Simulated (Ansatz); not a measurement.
# AlCl: the cost of one run

Method: DFT LDA, Gaussian basis aug-cc-pV(T+d)Z, and further levels as typed in the inputs, in Ansatz 0.2.0.

### 1 The system as given

Bond lengths: Al1–Cl2 2.130 Å.

Coordinates:

```xyz
2

Al    0.0000    0.0000    0.0000
Cl    0.0000    0.0000    2.1300
```

### 2 Batch of points: AlCl

File input.yaml:

```yaml
basis:
  gaussian: { orbitals: "aug-cc-pV(T+d)Z.json" }
hamiltonian:
  xc: lda
batch:
  members: [s0.yaml, s1.yaml, s2.yaml, s3.yaml, s4.yaml, s5.yaml, ...]
# s1.yaml, one of 18 members:
crystal:
  periodic: [false, false, false]
  atoms:
    - { symbol: Al, position_ang: [0.0, 0.0, 0.0] }
    - { symbol: Cl, position_ang: [0.0, 0.0, 1.86] }
```

Q: Estimate wall time and peak memory on 4 threads of Arm Neoverse V1, shared host.

About 4.4 s, with a peak of 0.29 GiB.
